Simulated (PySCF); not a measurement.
**methanimine: calculation against experiment**

**The experiment to reproduce.**

NIST CCCBDB Release 22 (SRD 101), experimental dipoles lists, for the gas: dipole moment 2 D.

The results are set against them at the end.

Species: methanimine, CH3N.
Numbering: `[CH2:1]=[NH:2]` (hydrogens: H3, H4 on C1; H5 on N2)

Cartesian coordinates in Å at the GFN2-xTB level; atoms count from 1:
```xyz
5
CH3N angstrom
C     -0.3882    0.0078   -0.1751
N      0.7362   -0.5328   -0.2214
H     -0.6150    1.0610   -0.3748
H     -1.2354   -0.6144    0.0873
H      1.5111    0.0812   -0.4716
```

Runs made with PySCF (gas phase, on this GFN2-xTB geometry; no spin–orbit coupling):

```tsv
level	job	basis functions	wall time
PBE0/pcSseg-1	shieldings, charges and field gradients	49	1.7 s
B3LYP/pcJ-1	spin–spin couplings from 5 perturbed nuclei	84	1.6 s
```

Hardware: one thread of an x86-64 server, no GPU, shared host.

**Comparison with experiment**

**Dipole moment.** Measured: 2 D (NIST CCCBDB Release 22 (SRD 101), experimental dipoles).

```
        level  computed (D)  computed − measured (D)  % (from the printed values)
PBE0/pcSseg-1          1.97                    -0.03                           -2
  B3LYP/pcJ-1          1.93                    -0.07                           -4
```

Closest is PBE0/pcSseg-1 (-0.03 D), furthest B3LYP/pcJ-1 (-0.07 D); one molecule doesn't rank methods. The computed dipoles belong to one fixed geometry; measured ones are averaged over vibrations unless marked μe. Magnitudes are compared, not signs.

No measured geometry was used, and the causes of the misses weren't examined.
